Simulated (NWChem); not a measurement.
Extrapolating the CCSD correlation energy of fluorine (F2)

```xyz
2

F      0.0000     0.0000     0.6882
F      0.0000     0.0000    -0.6882
```
Charge 0, spin multiplicity 1.

The numbers come from NWChem runs, not from measurements. All single points use one geometry, from PBE0/def2-SVP, a minimum by its harmonic frequencies.

The correlated methods keep 2 core orbitals frozen. Coupled-cluster values serve here as a point of comparison, not as the truth.

Worked example. The CCSD correlation energy is -522.14 mHa in cc-pVTZ and -565.94 mHa in cc-pVQZ. The form E(X) = E∞ + A/X³ turns the pair into an estimate of the basis-set limit.

E∞ = (4³·(-565.94) − 3³·(-522.14))/(4³ − 3³) = -597.9 mHa. The larger basis holds 95 % of that. This is a two-point estimate.
